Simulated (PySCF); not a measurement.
# Bonding in `c1ppc[p-]1`

Compound: C2H2P3 (charge -1).
Numbering: `[cH:1]1[p:2][p:3][cH:4][p-:5]1` (hydrogens: H6 on C1; H7 on C4)

Geometry (GFN2-xTB, Å), atoms numbered from 1 in this order:
```
atom  x, y, z in Å
C1     1.1648    0.5952   -0.0523
P2     0.3132    0.9549   -1.5088
P3    -1.4427   -0.1113   -1.0948
C4    -0.9976   -0.7176    0.4579
P5     0.5205   -0.3867    1.2167
H6     2.1596    1.0108    0.0684
H7    -1.7145   -1.3403    0.9822
```

Bond orders from the PBE0/pcSseg-1 density (PySCF). Geometry: GFN2-xTB; no solvent, vibrations or thermal averaging. The pcSseg-1 basis has no diffuse functions, a weakness for an anion.

(1) Where do the orders between heavy atoms depart from those drawn in the SMILES?

(2) Set the Mayer orders of the bonds beside their lengths.

Results:

(1) The largest departure is 0.206, at C4–P5 (drawn aromatic, 1.294) and P5–C1 (drawn aromatic, 1.294), counting aromatic bonds as 1.5. The bonds drawn aromatic range from 1.29 to 1.35.

(2) 
```tsv
bond	drawn as	length (Å)	Mayer order
C1–P2	aromatic	1.725	1.355
P2–P3	aromatic	2.096	1.307
P3–C4	aromatic	1.725	1.355
C4–P5	aromatic	1.729	1.294
P5–C1	aromatic	1.729	1.294
C1–H6	single	1.085	0.948
C4–H7	single	1.085	0.948
```

By pair of heavy elements: C–P: lowest C4–P5 and P5–C1 (1.294, 1.729 Å), highest C1–P2 and P3–C4 (1.355, 1.725 Å). Bonds named together lie within 0.004.

Task: Sum the orders of all bonds at each heavy atom with more than one neighbour and set the sums beside the valence in the SMILES.

Result: C1 3.597 (drawn 4), P2 2.662 (drawn 3), P3 2.662 (drawn 3), C4 3.597 (drawn 4), P5 2.588 (drawn 2). Orders between atoms that aren't bonded are not in these sums.

The Mayer order sums products of elements of PS (density times overlap matrix) between the two atoms' basis functions, so it depends on the basis set.
